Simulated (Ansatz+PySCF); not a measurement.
A calculation with PySCF 2.14.0.

```python
from pyscf import gto, scf

mol = gto.M(atom="""
C 0.000000 -0.236280 -1.169310
C 0.000000 0.533120 0.000000
C 0.000000 -0.236280 1.169310
H 0.000000 0.343110 -2.000140
H 0.816540 -0.836060 -1.215150
H -0.816540 -0.836060 -1.215150
H -0.808850 1.147340 0.000000
H 0.808850 1.147340 0.000000
H 0.000000 0.343110 2.000140
H -0.816540 -0.836060 1.215150
H 0.816540 -0.836060 1.215150
""", basis='def2-svp', charge=0, spin=0)
mf = scf.RHF(mol)
mf.init_guess = 'huckel'
mf.kernel()
while True:  # follow internal instabilities
    mo, _, stable, _ = mf.stability(return_status=True)
    if stable: break
    mf.kernel(mf.make_rdm1(mo, mf.mo_occ))
print(mf.converged, mf.e_tot, mf.spin_square()[0])
```

The script is written out from the run's settings.

The run gave:

```
Converged                       : yes
Total energy                    : -118.11953 hartree
Spin squared of the determinant : 0.000
```
